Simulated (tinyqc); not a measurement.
Inside a calculation (part 1 of 2). Method: ROHF in the sto-3g basis, for CH3, spin multiplicity 2. Computed by tinyqc, a small Python program that keeps every step (integrals from PySCF). Settings: charge = 0, multiplicity = 2, basis = sto-3g, energy threshold = 1e-08, iteration cap = 89, orthogonalisation = canonical, start = core, DIIS depth = 3, method = ROHF. Command: `OMP_NUM_THREADS=1 python tinyqc.py 27564 27565 out.jsonl` (the two numbers bound the seeds that draw the settings). One thread of a shared host (Intel(R) Xeon(R) Processor @ 2.60GHz), about 0.08 s of CPU time with the checks. Later iterations appear only in the table of the cycle.

## One-electron integrals

Geometry (angstrom):
```
atom        x        y       z
C      0.0000   0.0000  0.1040
H      1.1560   0.0000  0.0000
H     -0.5780   1.0010  0.0000
H     -0.5780  -1.0010  0.0000
```

Basis sto-3g: exponents (1/bohr^2) and contraction coefficients of normalised primitives:
```
element  l (shell)  exponent  coefficient
C            s (1)   71.6168       0.1543
C            s (1)   13.0451       0.5353
C            s (1)    3.5305       0.4446
C            s (2)    2.9412      -0.1000
C            s (2)    0.6835       0.3995
C            s (2)    0.2223       0.7001
C            p (3)    2.9412       0.1559
C            p (3)    0.6835       0.6077
C            p (3)    0.2223       0.3920
H            s (1)    3.4253       0.1543
H            s (1)    0.6239       0.5353
H            s (1)    0.1689       0.4446
```

Overlap, kinetic and nuclear-attraction integrals over the contracted functions; the nuclear repulsion is the sum of Za Zb / Rab.

nuclear repulsion = 9.000072 hartree

overlap S, lower triangle:
```
         1C 1s   1C 2s   1C 2px   1C 2py   1C 2pz   2H 1s   3H 1s   4H 1s
1C 1s   1.0000
1C 2s   0.2484  1.0000
1C 2px  0.0000  0.0000   1.0000
1C 2py  0.0000  0.0000   0.0000   1.0000
1C 2pz  0.0000  0.0000   0.0000   0.0000   1.0000
2H 1s   0.0528  0.4509   0.4403   0.0000  -0.0396  1.0000
3H 1s   0.0528  0.4509  -0.2202   0.3813  -0.0396  0.1188  1.0000
4H 1s   0.0528  0.4509  -0.2202  -0.3813  -0.0396  0.1188  0.1188  1.0000
```

kinetic energy T (hartree), lower triangle:
```
          1C 1s   1C 2s   1C 2px   1C 2py   1C 2pz    2H 1s    3H 1s   4H 1s
1C 1s   15.8911
1C 2s   -0.0859  0.4722
1C 2px   0.0000  0.0000   1.4777
1C 2py   0.0000  0.0000   0.0000   1.4777
1C 2pz   0.0000  0.0000   0.0000   0.0000   1.4777
2H 1s   -0.0121  0.0853   0.2187   0.0000  -0.0197   0.7600
3H 1s   -0.0121  0.0853  -0.1094   0.1895  -0.0197  -0.0101   0.7600
4H 1s   -0.0121  0.0853  -0.1094  -0.1895  -0.0197  -0.0101  -0.0101  0.7600
```

nuclear attraction V (hartree), lower triangle:
```
           1C 1s    1C 2s   1C 2px   1C 2py   1C 2pz    2H 1s    3H 1s    4H 1s
1C 1s   -35.0206
1C 2s    -4.5320  -6.5297
1C 2px    0.0000   0.0000  -6.5425
1C 2py    0.0000   0.0000   0.0000  -6.5425
1C 2pz    0.0040   0.0423   0.0000   0.0000  -6.3779
2H 1s    -0.9788  -2.4547  -2.2145   0.0000   0.2085  -4.4460
3H 1s    -0.9791  -2.4551   1.1075  -1.9180   0.2086  -0.5897  -4.4462
4H 1s    -0.9791  -2.4551   1.1075   1.9180   0.2086  -0.5897  -0.5899  -4.4462
```

core Hamiltonian H = T + V (hartree), lower triangle:
```
           1C 1s    1C 2s   1C 2px   1C 2py   1C 2pz    2H 1s    3H 1s    4H 1s
1C 1s   -19.1295
1C 2s    -4.6178  -6.0575
1C 2px    0.0000   0.0000  -5.0647
1C 2py    0.0000   0.0000   0.0000  -5.0647
1C 2pz    0.0040   0.0423   0.0000   0.0000  -4.9001
2H 1s    -0.9909  -2.3694  -1.9958   0.0000   0.1888  -3.6859
3H 1s    -0.9911  -2.3698   0.9981  -1.7285   0.1889  -0.5999  -3.6862
4H 1s    -0.9911  -2.3698   0.9981   1.7285   0.1889  -0.5999  -0.6000  -3.6862
```

## Two-electron integrals

Functions are numbered as in S; the eight-fold symmetry (ij|kl) = (ji|kl) = (kl|ij) leaves the list below.

Two-electron integrals (ij|kl) in chemists' order, unique and non-zero (hartree):
```
(11|11) 3.5419      (21|11) 0.5769      (21|21) 0.1119      (22|11) 0.8547
(22|21) 0.2053      (22|22) 0.6247      (31|31) 0.0203      (32|31) 0.0309
(32|32) 0.1380      (33|11) 0.8524      (33|21) 0.2053      (33|22) 0.6246
(33|33) 0.6728      (41|41) 0.0203      (42|41) 0.0309      (42|42) 0.1380
(43|43) 0.0363      (44|11) 0.8524      (44|21) 0.2053      (44|22) 0.6246
(44|33) 0.6003      (44|44) 0.6728      (51|51) 0.0203      (52|51) 0.0309
(52|52) 0.1380      (53|53) 0.0363      (54|54) 0.0363      (55|11) 0.8524
(55|21) 0.2053      (55|22) 0.6246      (55|33) 0.6003      (55|44) 0.6003
(55|55) 0.6728      (61|11) 0.1234      (61|21) 0.0238      (61|22) 0.0436
(61|31) 0.0014      (61|32) 0.0027      (61|33) 0.0439      (61|44) 0.0434
(61|51) -1.30e-04   (61|52) -2.43e-04   (61|53) -4.15e-05   (61|55) 0.0434
(61|61) 0.0052      (62|11) 0.2975      (62|21) 0.0724      (62|22) 0.2427
(62|31) 0.0069      (62|32) 0.0474      (62|33) 0.2540      (62|44) 0.2369
(62|51) -0.0006     (62|52) -0.0043     (62|53) -0.0015     (62|55) 0.2370
(62|61) 0.0161      (62|62) 0.1238      (63|11) 0.2530      (63|21) 0.0624
(63|22) 0.2217      (63|31) 0.0125      (63|32) 0.0790      (63|33) 0.2437
(63|44) 0.2105      (63|51) -4.64e-04   (63|52) -0.0036     (63|53) -0.0021
(63|55) 0.2106      (63|61) 0.0145      (63|62) 0.1344      (63|63) 0.1583
(64|41) 0.0073      (64|42) 0.0388      (64|43) 0.0093      (64|54) -0.0008
(64|64) 0.0152      (65|11) -0.0228     (65|21) -0.0056     (65|22) -0.0199
(65|31) -4.64e-04   (65|32) -0.0036     (65|33) -0.0203     (65|44) -0.0189
(65|51) 0.0074      (65|52) 0.0391      (65|53) 0.0094      (65|55) -0.0206
(65|61) -0.0013     (65|62) -0.0121     (65|63) -0.0129     (65|65) 0.0163
(66|11) 0.4480      (66|21) 0.1109      (66|22) 0.4225      (66|31) 0.0132
(66|32) 0.1226      (66|33) 0.4663      (66|44) 0.4001      (66|51) -0.0012
(66|52) -0.0110     (66|53) -0.0060     (66|55) 0.4006      (66|61) 0.0250
(66|62) 0.2728      (66|63) 0.3268      (66|65) -0.0294     (66|66) 0.7746
(71|11) 0.1235      (71|21) 0.0238      (71|22) 0.0436      (71|31) -0.0007
(71|32) -0.0013     (71|33) 0.0436      (71|41) 0.0013      (71|42) 0.0023
(71|43) -2.00e-04   (71|44) 0.0438      (71|51) -1.30e-04   (71|52) -2.43e-04
(71|53) 2.07e-05    (71|54) -3.59e-05   (71|55) 0.0435      (71|61) 0.0050
(71|62) 0.0151      (71|63) 0.0127      (71|64) 0.0005      (71|65) -0.0012
(71|66) 0.0230      (71|71) 0.0052      (72|11) 0.2976      (72|21) 0.0724
(72|22) 0.2427      (72|31) -0.0034     (72|32) -0.0237     (72|33) 0.2412
(72|41) 0.0060      (72|42) 0.0411      (72|43) -0.0074     (72|44) 0.2498
(72|51) -0.0006     (72|52) -0.0043     (72|53) 0.0008      (72|54) -0.0013
(72|55) 0.2370      (72|61) 0.0151      (72|62) 0.0880      (72|63) 0.0748
(72|64) 0.0104      (72|65) -0.0084     (72|66) 0.1507      (72|71) 0.0161
(72|72) 0.1239      (73|11) -0.1266     (73|21) -0.0312     (73|22) -0.1109
(73|31) 0.0086      (73|32) 0.0489      (73|33) -0.1164     (73|41) -0.0022
(73|42) -0.0174     (73|43) 0.0112      (73|44) -0.1108     (73|51) 2.32e-04
(73|52) 0.0018      (73|53) -0.0012     (73|54) 0.0006      (73|55) -0.1053
(73|61) -0.0059     (73|62) -0.0284     (73|63) -0.0151     (73|64) -0.0025
(73|65) 0.0026      (73|66) -0.0400     (73|71) -0.0072     (73|72) -0.0672
(73|73) 0.0510      (74|11) 0.2192      (74|21) 0.0540      (74|22) 0.1920
(74|31) -0.0022     (74|32) -0.0174     (74|33) 0.1855      (74|41) 0.0112
(74|42) 0.0690      (74|43) -0.0101     (74|44) 0.2079      (74|51) -4.02e-04
(74|52) -0.0031     (74|53) 0.0006      (74|54) -0.0018     (74|55) 0.1824
(74|61) 0.0113      (74|62) 0.0700      (74|63) 0.0592      (74|64) 0.0177
(74|65) -0.0065     (74|66) 0.1204      (74|71) 0.0126      (74|72) 0.1164
(74|73) -0.0620     (74|74) 0.1225      (75|11) -0.0228     (75|21) -0.0056
(75|22) -0.0199     (75|31) 2.32e-04    (75|32) 0.0018      (75|33) -0.0193
(75|41) -4.02e-04   (75|42) -0.0031     (75|43) 0.0006      (75|44) -0.0199
(75|51) 0.0074      (75|52) 0.0391      (75|53) -0.0047     (75|54) 0.0081
(75|55) -0.0206     (75|61) -0.0012     (75|62) -0.0084     (75|63) -0.0070
(75|64) -0.0010     (75|65) 0.0108      (75|66) -0.0152     (75|71) -0.0013
(75|72) -0.0121     (75|73) 0.0064      (75|74) -0.0112     (75|75) 0.0163
(76|11) 0.0703      (76|21) 0.0172      (76|22) 0.0595      (76|31) 0.0007
(76|32) 0.0050      (76|33) 0.0600      (76|41) 0.0012      (76|42) 0.0086
(76|43) 3.50e-04    (76|44) 0.0604      (76|51) -2.44e-04   (76|52) -0.0018
(76|53) -2.41e-04   (76|54) -4.17e-04   (76|55) 0.0580      (76|61) 0.0037
(76|62) 0.0271      (76|63) 0.0272      (76|64) 0.0029      (76|65) -0.0029
(76|66) 0.0556      (76|71) 0.0037      (76|72) 0.0271      (76|73) -0.0111
(76|74) 0.0250      (76|75) -0.0029     (76|76) 0.0073      (77|11) 0.4480
(77|21) 0.1109      (77|22) 0.4226      (77|31) -0.0066     (77|32) -0.0613
(77|33) 0.4167      (77|41) 0.0114      (77|42) 0.1061      (77|43) -0.0287
(77|44) 0.4498      (77|51) -0.0012     (77|52) -0.0110     (77|53) 0.0030
(77|54) -0.0052     (77|55) 0.4007      (77|61) 0.0230      (77|62) 0.1507
(77|63) 0.1243      (77|64) 0.0256      (77|65) -0.0152     (77|66) 0.2634
(77|71) 0.0250      (77|72) 0.2728      (77|73) -0.1635     (77|74) 0.2831
(77|75) -0.0294     (77|76) 0.0556      (77|77) 0.7746      (81|11) 0.1235
(81|21) 0.0238      (81|22) 0.0436      (81|31) -0.0007     (81|32) -0.0013
(81|33) 0.0436      (81|41) -0.0013     (81|42) -0.0023     (81|43) 2.00e-04
(81|44) 0.0438      (81|51) -1.30e-04   (81|52) -2.43e-04   (81|53) 2.07e-05
(81|54) 3.59e-05    (81|55) 0.0435      (81|61) 0.0050      (81|62) 0.0151
(81|63) 0.0127      (81|64) -0.0005     (81|65) -0.0012     (81|66) 0.0230
(81|71) 0.0050      (81|72) 0.0151      (81|73) -0.0068     (81|74) 0.0107
(81|75) -0.0012     (81|76) 0.0035      (81|77) 0.0230      (81|81) 0.0052
(82|11) 0.2976      (82|21) 0.0724      (82|22) 0.2427      (82|31) -0.0034
(82|32) -0.0237     (82|33) 0.2412      (82|41) -0.0060     (82|42) -0.0411
(82|43) 0.0074      (82|44) 0.2498      (82|51) -0.0006     (82|52) -0.0043
(82|53) 0.0008      (82|54) 0.0013      (82|55) 0.2370      (82|61) 0.0151
(82|62) 0.0880      (82|63) 0.0748      (82|64) -0.0104     (82|65) -0.0084
(82|66) 0.1507      (82|71) 0.0151      (82|72) 0.0880      (82|73) -0.0464
(82|74) 0.0596      (82|75) -0.0084     (82|76) 0.0205      (82|77) 0.1507
(82|81) 0.0161      (82|82) 0.1239      (83|11) -0.1266     (83|21) -0.0312
(83|22) -0.1109     (83|31) 0.0086      (83|32) 0.0489      (83|33) -0.1164
(83|41) 0.0022      (83|42) 0.0174      (83|43) -0.0112     (83|44) -0.1108
(83|51) 2.32e-04    (83|52) 0.0018      (83|53) -0.0012     (83|54) -0.0006
(83|55) -0.1053     (83|61) -0.0059     (83|62) -0.0284     (83|63) -0.0151
(83|64) 0.0025      (83|65) 0.0026      (83|66) -0.0400     (83|71) -0.0068
(83|72) -0.0464     (83|73) 0.0340      (83|74) -0.0308     (83|75) 0.0043
(83|76) -0.0083     (83|77) -0.0843     (83|81) -0.0072     (83|82) -0.0672
(83|83) 0.0510      (84|11) -0.2192     (84|21) -0.0540     (84|22) -0.1920
(84|31) 0.0022      (84|32) 0.0174      (84|33) -0.1855     (84|41) 0.0112
(84|42) 0.0690      (84|43) -0.0101     (84|44) -0.2079     (84|51) 4.02e-04
(84|52) 0.0031      (84|53) -0.0006     (84|54) -0.0018     (84|55) -0.1824
(84|61) -0.0113     (84|62) -0.0700     (84|63) -0.0592     (84|64) 0.0177
(84|65) 0.0065      (84|66) -0.1204     (84|71) -0.0107     (84|72) -0.0596
(84|73) 0.0308      (84|74) -0.0314     (84|75) 0.0055      (84|76) -0.0144
(84|77) -0.0949     (84|81) -0.0126     (84|82) -0.1164     (84|83) 0.0620
(84|84) 0.1225      (85|11) -0.0228     (85|21) -0.0056     (85|22) -0.0199
(85|31) 2.32e-04    (85|32) 0.0018      (85|33) -0.0193     (85|41) 4.02e-04
(85|42) 0.0031      (85|43) -0.0006     (85|44) -0.0199     (85|51) 0.0074
(85|52) 0.0391      (85|53) -0.0047     (85|54) -0.0081     (85|55) -0.0206
(85|61) -0.0012     (85|62) -0.0084     (85|63) -0.0070     (85|64) 0.0010
(85|65) 0.0108      (85|66) -0.0152     (85|71) -0.0012     (85|72) -0.0084
(85|73) 0.0043      (85|74) -0.0055     (85|75) 0.0108      (85|76) -0.0021
(85|77) -0.0152     (85|81) -0.0013     (85|82) -0.0121     (85|83) 0.0064
(85|84) 0.0112      (85|85) 0.0163      (86|11) 0.0703      (86|21) 0.0172
(86|22) 0.0595      (86|31) 0.0007      (86|32) 0.0050      (86|33) 0.0600
(86|41) -0.0012     (86|42) -0.0086     (86|43) -3.50e-04   (86|44) 0.0604
(86|51) -2.44e-04   (86|52) -0.0018     (86|53) -2.41e-04   (86|54) 4.17e-04
(86|55) 0.0580      (86|61) 0.0037      (86|62) 0.0271      (86|63) 0.0272
(86|64) -0.0029     (86|65) -0.0029     (86|66) 0.0556      (86|71) 0.0035
(86|72) 0.0205      (86|73) -0.0083     (86|74) 0.0144      (86|75) -0.0021
(86|76) 0.0058      (86|77) 0.0348      (86|81) 0.0037      (86|82) 0.0271
(86|83) -0.0111     (86|84) -0.0250     (86|85) -0.0029     (86|86) 0.0073
(87|11) 0.0703      (87|21) 0.0172      (87|22) 0.0595      (87|31) -0.0014
(87|32) -0.0100     (87|33) 0.0606      (87|44) 0.0598      (87|51) -2.44e-04
(87|52) -0.0018     (87|53) 4.82e-04    (87|55) 0.0580      (87|61) 0.0035
(87|62) 0.0205      (87|63) 0.0167      (87|65) -0.0021     (87|66) 0.0348
(87|71) 0.0037      (87|72) 0.0271      (87|73) -0.0162     (87|74) 0.0221
(87|75) -0.0029     (87|76) 0.0058      (87|77) 0.0556      (87|81) 0.0037
(87|82) 0.0271      (87|83) -0.0162     (87|84) -0.0221     (87|85) -0.0029
(87|86) 0.0058      (87|87) 0.0073      (88|11) 0.4480      (88|21) 0.1109
(88|22) 0.4226      (88|31) -0.0066     (88|32) -0.0613     (88|33) 0.4167
(88|41) -0.0114     (88|42) -0.1061     (88|43) 0.0287      (88|44) 0.4498
(88|51) -0.0012     (88|52) -0.0110     (88|53) 0.0030      (88|54) 0.0052
(88|55) 0.4007      (88|61) 0.0230      (88|62) 0.1507      (88|63) 0.1243
(88|64) -0.0256     (88|65) -0.0152     (88|66) 0.2634      (88|71) 0.0230
(88|72) 0.1507      (88|73) -0.0843     (88|74) 0.0949      (88|75) -0.0152
(88|76) 0.0348      (88|77) 0.2634      (88|81) 0.0250      (88|82) 0.2728
(88|83) -0.1635     (88|84) -0.2831     (88|85) -0.0294     (88|86) 0.0556
(88|87) 0.0556      (88|88) 0.7746
```

## Orthogonalisation

S = U s U^T; canonical form X = U s^(-1/2), so that X^T S X = 1. Each column of U has its largest component positive (the first on a tie).

eigenvalues of S: 0.3012  0.3981  0.3981  0.9586  1.0104  1.4831  1.4831  1.9674

X:
```
              1        2        3        4        5        6        7        8
1C 1s   -0.3441   0.0000  -0.0002   0.8709   0.4248   0.0000   0.0000   0.1671
1C 2s    1.3838   0.0000   0.0005  -0.0439   0.0672   0.0000   0.0001   0.4602
1C 2px  -0.0005   0.0000   1.0576   0.0000   0.0000   0.0000   0.6116  -0.0001
1C 2py   0.0000   1.0576   0.0000   0.0000   0.0000   0.6116   0.0000   0.0000
1C 2pz  -0.1108   0.0000   0.0000  -0.4553   0.8870   0.0000   0.0000  -0.0367
2H 1s   -0.6512   0.0000  -0.9640  -0.1586  -0.0775   0.0000   0.4474   0.2984
3H 1s   -0.6519  -0.8347   0.4817  -0.1585  -0.0775   0.3874  -0.2237   0.2985
4H 1s   -0.6519   0.8347   0.4817  -0.1585  -0.0775  -0.3874  -0.2237   0.2985
```

Within a degenerate level the vectors are fixed only up to a rotation; this is one choice.

## Starting guess

The start is the orbitals of the core Hamiltonian; D(s) = C_occ C_occ^T for each spin.

D(alpha) at the start, lower triangle:
```
          1C 1s    1C 2s   1C 2px   1C 2py  1C 2pz    2H 1s    3H 1s   4H 1s
1C 1s    1.0781
1C 2s   -0.3394   1.4601
1C 2px   0.0000  -0.0001   1.2485
1C 2py   0.0000   0.0000   0.0000   1.2485
1C 2pz   0.0072  -0.0415   0.0000   0.0000  1.0041
2H 1s    0.0417  -0.1680  -0.2308   0.0000  0.0214   0.0623
3H 1s    0.0417  -0.1681   0.1154  -0.1999  0.0214  -0.0017   0.0623
4H 1s    0.0417  -0.1681   0.1154   0.1999  0.0214  -0.0017  -0.0017  0.0623
```

D(beta) at the start, lower triangle:
```
          1C 1s    1C 2s   1C 2px   1C 2py  1C 2pz    2H 1s    3H 1s   4H 1s
1C 1s    1.0772
1C 2s   -0.3361   1.4462
1C 2px   0.0000  -0.0001   1.2485
1C 2py   0.0000   0.0000   0.0000   1.2485
1C 2pz   0.0354  -0.1588   0.0000   0.0000  0.0174
2H 1s    0.0417  -0.1684  -0.2308   0.0000  0.0185   0.0623
3H 1s    0.0417  -0.1684   0.1154  -0.1999  0.0185  -0.0017   0.0623
4H 1s    0.0417  -0.1684   0.1154   0.1999  0.0185  -0.0017  -0.0017  0.0623
```

## Iteration 1: building the Fock matrix

J_ij = sum D_kl (ij|kl) with D = D(alpha) + D(beta), K_ij = sum D_kl (ik|jl) for each spin; F = H + J - K(s); E = tr D H + tr D J / 2 - 0.5 sum_s tr D(s) K(s) + E_nn.

Coulomb J (hartree), lower triangle:
```
          1C 1s    1C 2s   1C 2px   1C 2py   1C 2pz   2H 1s   3H 1s   4H 1s
1C 1s   13.3869
1C 2s    2.6567   6.2071
1C 2px   0.0000   0.0000   6.2205
1C 2py   0.0000   0.0000   0.0000   6.2205
1C 2pz  -0.0068  -0.0289   0.0000   0.0000   6.1636
2H 1s    0.5662   2.3307   2.0859   0.0000  -0.1943  3.8712
3H 1s    0.5663   2.3311  -1.0432   1.8066  -0.1943  0.5650  3.8715
4H 1s    0.5663   2.3311  -1.0432  -1.8066  -0.1943  0.5650  0.5652  3.8715
```

exchange K(alpha) (hartree), lower triangle:
```
          1C 1s   1C 2s   1C 2px   1C 2py   1C 2pz   2H 1s   3H 1s   4H 1s
1C 1s    3.6669
1C 2s    0.6795  1.1059
1C 2px   0.0000  0.0000   0.9081
1C 2py   0.0000  0.0000   0.0000   0.9081
1C 2pz  -0.0001  0.0006   0.0000   0.0000   0.9183
2H 1s    0.1528  0.3648   0.2442   0.0000  -0.0216  0.2089
3H 1s    0.1529  0.3649  -0.1221   0.2115  -0.0216  0.0899  0.2090
4H 1s    0.1529  0.3649  -0.1221  -0.2115  -0.0216  0.0899  0.0899  0.2090
```

exchange K(beta) (hartree), lower triangle:
```
          1C 1s    1C 2s   1C 2px   1C 2py   1C 2pz   2H 1s   3H 1s   4H 1s
1C 1s    3.6464
1C 2s    0.6489   0.9619
1C 2px   0.0000   0.0000   0.8705
1C 2py   0.0000   0.0000   0.0000   0.8705
1C 2pz  -0.0036  -0.0846   0.0000   0.0000   0.2530
2H 1s    0.1456   0.3257   0.2349   0.0000  -0.0337  0.1939
3H 1s    0.1456   0.3258  -0.1175   0.2034  -0.0337  0.0799  0.1940
4H 1s    0.1456   0.3258  -0.1175  -0.2034  -0.0337  0.0799  0.0800  0.1940
```

F(alpha) (hartree), lower triangle:
```
          1C 1s    1C 2s   1C 2px   1C 2py  1C 2pz    2H 1s    3H 1s    4H 1s
1C 1s   -9.4095
1C 2s   -2.6406  -0.9563
1C 2px   0.0000   0.0000   0.2477
1C 2py   0.0000   0.0000   0.0000   0.2477
1C 2pz  -0.0027   0.0129   0.0000   0.0000  0.3452
2H 1s   -0.5776  -0.4035  -0.1541   0.0000  0.0161  -0.0236
3H 1s   -0.5777  -0.4036   0.0771  -0.1335  0.0161  -0.1247  -0.0237
4H 1s   -0.5777  -0.4036   0.0771   0.1335  0.0161  -0.1247  -0.1248  -0.0237
```

F(beta) (hartree), lower triangle:
```
          1C 1s    1C 2s   1C 2px   1C 2py  1C 2pz    2H 1s    3H 1s    4H 1s
1C 1s   -9.3890
1C 2s   -2.6101  -0.8123
1C 2px   0.0000   0.0000   0.2853
1C 2py   0.0000   0.0000   0.0000   0.2853
1C 2pz   0.0008   0.0981   0.0000   0.0000  1.0105
2H 1s   -0.5703  -0.3644  -0.1448   0.0000  0.0283  -0.0086
3H 1s   -0.5705  -0.3645   0.0724  -0.1254  0.0283  -0.1148  -0.0087
4H 1s   -0.5705  -0.3645   0.0724   0.1254  0.0283  -0.1148  -0.1148  -0.0087
```

total energy of this density = -36.565353 hartree

## Iteration 1: Roothaan effective Fock matrix

With projectors Pc = D(beta) S, Po = (D(alpha) - D(beta)) S, Pv = 1 - D(alpha) S, the block xy is Px^T F Py; with Fc = (F(alpha) + F(beta))/2, the blocks are Fc for cc, oo, vv and cv, F(beta) for co and F(alpha) for ov.

effective F (hartree), lower triangle:
```
          1C 1s    1C 2s   1C 2px   1C 2py  1C 2pz    2H 1s    3H 1s    4H 1s
1C 1s   -9.3992
1C 2s   -2.6250  -0.8814
1C 2px   0.0000   0.0000   0.2665
1C 2py   0.0000   0.0000   0.0000   0.2665
1C 2pz   0.0018   0.0679   0.0000   0.0000  0.6749
2H 1s   -0.5739  -0.3830  -0.1495   0.0000  0.0283  -0.0159
3H 1s   -0.5740  -0.3831   0.0748  -0.1294  0.0283  -0.1196  -0.0160
4H 1s   -0.5740  -0.3831   0.0748   0.1294  0.0283  -0.1196  -0.1196  -0.0160
```
